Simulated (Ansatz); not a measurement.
**CH3B, singlet: from triple and quadruple zeta to the limit**

```
atom   x (Å)    y (Å)    z (Å)
   B  0.0000   0.0504   0.7398
   C  0.0000  -0.1015  -0.7490
   H  0.0000   1.1489   1.2274
   H  0.0000  -0.9087   1.4552
   H  0.0000   0.4289  -1.6923
```

Connectivity, by distances: BH2–CH.

Ansatz 0.2.0, RHF determinant, valence electrons correlated. Energies in eV.

```json
{"set": "def2-TZVPP", "X": "3", "functions": "104", "Hartree–Fock": "-1745.9952", "MP2 correlation": "-6.5747", "CCSD(T) correlation": "-7.8782", "time": "2.3 s on 1 × NVIDIA H100 80GB HBM3 with 1 thread of AMD EPYC 7R13 Processor (Zen 3), on a shared host"}
{"set": "def2-QZVPP", "X": "4", "functions": "204", "Hartree–Fock": "-1746.0793", "MP2 correlation": "-7.0051", "CCSD(T) correlation": "-8.2312", "time": "4.4 s on 1 × NVIDIA H100 80GB HBM3 with 1 thread of AMD EPYC 7R13 Processor (Zen 3), on a shared host"}
```

Hartree–Fock is taken to follow E(X) = E∞ + A·exp(−7.88·√X), correlation E(X) = E∞ + B·X^−2.97.

Cautions: another spin lies lower; strong correlation; restricted determinant unstable towards unrestricted.

**Question.** Work out the CCSD(T) energy at the limit, and how far the shortcut misses it that extrapolates MP2 and adds CCSD(T) minus MP2 from the smaller set.

**Answer.** Hartree–Fock: E∞ = E4 + 0.1377·(E4 − E3) = -1746.0909. Correlation: E∞ = E4 + 0.7407·(E4 − E3) = -8.4926 for CCSD(T) and -7.3238 for MP2. The limit is -1754.5835 eV, 0.273 eV below def2-QZVPP. The shortcut gives a correlation energy of -7.3238 + (-1.3035) = -8.6273, 135 meV lower than the direct value.
